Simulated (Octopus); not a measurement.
**SVWN5 (scalar, in the pseudopotentials, pseudodojo_pbe potentials, pseudopotentials pseudodojo_pbe, grid spacing 0.150022 angstrom) run of BH3SO (SMILES OBS)**

Aim: the energy change on altering one bond length of BH3SO at SVWN5 (scalar, in the pseudopotentials, pseudodojo_pbe potentials, pseudopotentials pseudodojo_pbe, grid spacing 0.150022 angstrom), from 2 runs. 

The results are computed with Octopus 16.4.

4 further runs of the same task are left out: 2 that didn't finish, 2 set aside as unsound or not needed.

### 1 The structure to begin with

BH3SO has 6 atoms, charge 0, and is taken as a singlet. SMILES: `OBS`. The coordinates come from a PBE0-D4/def2-TZVP relaxation. This is one conformer, not always the lowest.

Bond lengths: O1–B2 1.351 Å, B2–S3 1.813 Å, O1–H4 0.961 Å, B2–H5 1.193 Å, S3–H6 1.340 Å. Angles: O1–B2–S3 121.4°, O1–B2–H5 118.0°, S3–B2–H5 120.6°, B2–O1–H4 115.3°, B2–S3–H6 96.0°.

### 2 Energy and forces at SVWN5 (scalar, in the pseudopotentials, pseudodojo_pbe potentials, pseudopotentials pseudodojo_pbe, grid spacing 0.150022 angstrom)

File geometry.xyz:

```xyz
6

O     -1.104400    -0.090383    -1.001800
B      0.054600     0.169717    -0.358100
S      0.336900    -0.392483     1.342100
H     -1.753100    -0.587083    -0.495400
H      0.894300     0.783617    -0.941900
H      1.571700     0.116617     1.455100
```

Run with:

```console
$ OMP_NUM_THREADS=1 octopus > gs.log
```

Output:

```text
Version                : 16.4
************************** Calculation Mode **************************
Input: [CalculationMode = gs]
Input: [SpinComponents = unpolarized]
******************************* Space ********************************
Octopus will run in 3 dimension(s).
Octopus will treat the system as periodic in 0 dimension(s).
Input: [AllElectronType = no]
Input: [PseudopotentialSet = pseudodojo_pbe]
Reading Coordinates from geometry.xyz
****************************** Species *******************************
  Species 'O'
    type             : pseudopotential
    file format      : UPF2
    valence charge   : 6.0
    atomic number    :   8
    form on file     : kleinman-bylander
    lmax             : 2
    llocal           : -1
    projectors per l : 2
    total projectors : 6
    application form : kleinman-bylander
    orbitals         :  4
    bound orbitals   :  4
  Species 'B'
    type             : pseudopotential
    file format      : UPF2
    valence charge   : 3.0
    atomic number    :   5
    form on file     : kleinman-bylander
    lmax             : 1
    llocal           : -1
    projectors per l : 2
    total projectors : 4
    application form : kleinman-bylander
    orbitals         :  4
    bound orbitals   :  4
  Species 'S'
    type             : pseudopotential
    file format      : UPF2
[... 46 lines left out ...]
** Warning:
[... 57 lines left out ...]
** Warning:
[... 32 lines left out ...]
Converged eigenvectors: 0
#  State  Eigenvalue [eV]  Occupation    Error
[... 9 lines left out ...]
Converged eigenvectors: 0
#  State  Eigenvalue [eV]  Occupation    Error
[... 30 lines left out ...]
 ediff =        4.61E-03 abs_dens =  2.29E-03 rel_dens =  1.27E-04
*********************** SCF CYCLE ITER #   11 ************************
 etot  = -8.74428008E+02 abs_ev   =  3.30E-02 rel_ev   =  1.44E-04
 ediff =        1.80E-03 abs_dens =  7.36E-04 rel_dens =  4.09E-05
*********************** SCF CYCLE ITER #   12 ************************
 etot  = -8.74428466E+02 abs_ev   =  6.73E-04 rel_ev   =  2.93E-06
 ediff =        1.69E-05 abs_dens =  1.85E-04 rel_dens =  1.03E-05
*********************** SCF CYCLE ITER #   13 ************************
 etot  = -8.74430624E+02 abs_ev   =  1.16E-03 rel_ev   =  5.08E-06
 ediff =        7.93E-05 abs_dens =  7.69E-05 rel_dens =  4.27E-06
*********************** SCF CYCLE ITER #   14 ************************
 etot  = -8.74430221E+02 abs_ev   =  4.14E-04 rel_ev   =  1.80E-06
 ediff =        1.48E-05 abs_dens =  2.59E-05 rel_dens =  1.44E-06
*********************** SCF CYCLE ITER #   15 ************************
 etot  = -8.74430293E+02 abs_ev   =  1.85E-05 rel_ev   =  8.06E-08
 ediff =        2.66E-06 abs_dens =  8.50E-06 rel_dens =  4.72E-07
Converged eigenvectors: 0
#  State  Eigenvalue [eV]  Occupation    Error
      1      -26.217486    2.000000   ( 5.8E-07)
      2      -18.692603    2.000000   ( 1.1E-06)
      3      -14.547553    2.000000   ( 5.8E-07)
[... 5 lines of this table left out ...]
      9       -6.830250    2.000000   ( 1.1E-06)
                                                                     ^
*********************** SCF CYCLE ITER #   16 ************************
 etot  = -8.74430223E+02 abs_ev   =  5.03E-05 rel_ev   =  2.20E-07
 ediff =        2.58E-06 abs_dens =  3.82E-06 rel_dens =  2.12E-07
Converged eigenvectors: 0
#  State  Eigenvalue [eV]  Occupation    Error
      1      -26.217486    2.000000   ( 4.6E-07)
      2      -18.692595    2.000000   ( 6.9E-07)
      3      -14.547552    2.000000   ( 3.8E-07)
[... 5 lines of this table left out ...]
      9       -6.830244    2.000000   ( 6.9E-07)
                                                                     ^
Info: SCF converged in   16 iterations
** Warning:
**   Some of the states are not fully converged!
Info: Number of matrix-vector products:       2416
Octopus emitted 3 warnings.
```

Wall time 70 s (1 thread of Arm Neoverse N1, shared host); peak memory 0.25 GiB.

### 3 The distorted shape at the same level

File geometry.xyz:

```xyz
6

O     -1.174374    -0.141541    -0.953151
B     -0.015373     0.118559    -0.309451
S      0.266926    -0.443641     1.390749
H     -1.823073    -0.638241    -0.446751
H      1.244168     1.039403    -1.185145
H      1.501726     0.065459     1.503749
```

Run with:

```console
$ OMP_NUM_THREADS=1 octopus > gs.log
```

Output:

```text
Version                : 16.4
************************** Calculation Mode **************************
Input: [CalculationMode = gs]
Input: [SpinComponents = unpolarized]
******************************* Space ********************************
Octopus will run in 3 dimension(s).
Octopus will treat the system as periodic in 0 dimension(s).
Input: [AllElectronType = no]
Input: [PseudopotentialSet = pseudodojo_pbe]
Reading Coordinates from geometry.xyz
****************************** Species *******************************
  Species 'O'
    type             : pseudopotential
    file format      : UPF2
    valence charge   : 6.0
    atomic number    :   8
    form on file     : kleinman-bylander
    lmax             : 2
    llocal           : -1
    projectors per l : 2
    total projectors : 6
    application form : kleinman-bylander
    orbitals         :  4
    bound orbitals   :  4
  Species 'B'
    type             : pseudopotential
    file format      : UPF2
    valence charge   : 3.0
    atomic number    :   5
    form on file     : kleinman-bylander
    lmax             : 1
    llocal           : -1
    projectors per l : 2
    total projectors : 4
    application form : kleinman-bylander
    orbitals         :  4
    bound orbitals   :  4
  Species 'S'
    type             : pseudopotential
    file format      : UPF2
[... 46 lines left out ...]
** Warning:
[... 85 lines left out ...]
Converged eigenvectors: 0
#  State  Eigenvalue [eV]  Occupation    Error
[... 9 lines left out ...]
Converged eigenvectors: 0
#  State  Eigenvalue [eV]  Occupation    Error
[... 33 lines left out ...]
 ediff =        7.60E-04 abs_dens =  5.43E-04 rel_dens =  3.01E-05
*********************** SCF CYCLE ITER #   12 ************************
 etot  = -8.72779815E+02 abs_ev   =  3.93E-03 rel_ev   =  1.71E-05
 ediff =        4.15E-04 abs_dens =  1.94E-04 rel_dens =  1.08E-05
*********************** SCF CYCLE ITER #   13 ************************
 etot  = -8.72781733E+02 abs_ev   =  3.88E-04 rel_ev   =  1.69E-06
 ediff =        7.05E-05 abs_dens =  1.40E-04 rel_dens =  7.77E-06
*********************** SCF CYCLE ITER #   14 ************************
 etot  = -8.72778601E+02 abs_ev   =  1.53E-03 rel_ev   =  6.64E-06
 ediff =        1.15E-04 abs_dens =  4.77E-05 rel_dens =  2.65E-06
*********************** SCF CYCLE ITER #   15 ************************
 etot  = -8.72779445E+02 abs_ev   =  5.15E-04 rel_ev   =  2.24E-06
 ediff =        3.10E-05 abs_dens =  1.80E-05 rel_dens =  1.00E-06
*********************** SCF CYCLE ITER #   16 ************************
 etot  = -8.72779459E+02 abs_ev   =  8.42E-05 rel_ev   =  3.66E-07
 ediff =        5.10E-07 abs_dens =  1.41E-05 rel_dens =  7.83E-07
Converged eigenvectors: 0
#  State  Eigenvalue [eV]  Occupation    Error
      1      -26.570857    2.000000   ( 2.5E-06)
      2      -18.939892    2.000000   ( 1.2E-06)
      3      -14.777250    2.000000   ( 3.2E-06)
[... 5 lines of this table left out ...]
      9       -6.816681    2.000000   ( 2.4E-06)
                                                                     ^
*********************** SCF CYCLE ITER #   17 ************************
 etot  = -8.72779304E+02 abs_ev   =  3.94E-05 rel_ev   =  1.71E-07
 ediff =        5.69E-06 abs_dens =  4.24E-06 rel_dens =  2.36E-07
Converged eigenvectors: 0
#  State  Eigenvalue [eV]  Occupation    Error
      1      -26.570856    2.000000   ( 3.3E-07)
      2      -18.939886    2.000000   ( 4.1E-07)
      3      -14.777249    2.000000   ( 3.8E-07)
[... 5 lines of this table left out ...]
      9       -6.816686    2.000000   ( 1.2E-06)
                                                                     ^
Info: SCF converged in   17 iterations
** Warning:
**   Some of the states are not fully converged!
Info: Number of matrix-vector products:       2562
Octopus emitted 2 warnings.
```

It took 79 s on 1 thread of Arm Neoverse N1, shared host; peak memory 0.26 GiB.

### 4 Summary of results

At SVWN5 (scalar, in the pseudopotentials, pseudodojo_pbe potentials, pseudopotentials pseudodojo_pbe, grid spacing 0.150022 angstrom):

| quantity | value |
| --- | --- |
| first shape: total energy | -32.13472 Eh |
| first shape: dipole moment | 0.79 D |
| first shape: HOMO energy | -6.83 eV |
| distorted shape: total energy | -32.07405 Eh |
| distorted shape: dipole moment | 1.67 D |
| distorted shape: HOMO energy | -6.82 eV |
| distorted shape: largest force on an atom | 3.632 eV/Å |
| energy change with the B2–H5 bond stretched from 1.193 to 1.789 Å | 1.651 eV |

What this shows: With the B2–H5 bond stretched from 1.193 to 1.789 Å the energy rises by 1.65 eV (38 kcal/mol). The first shape isn't relaxed at this level, so the change isn't measured from a minimum.
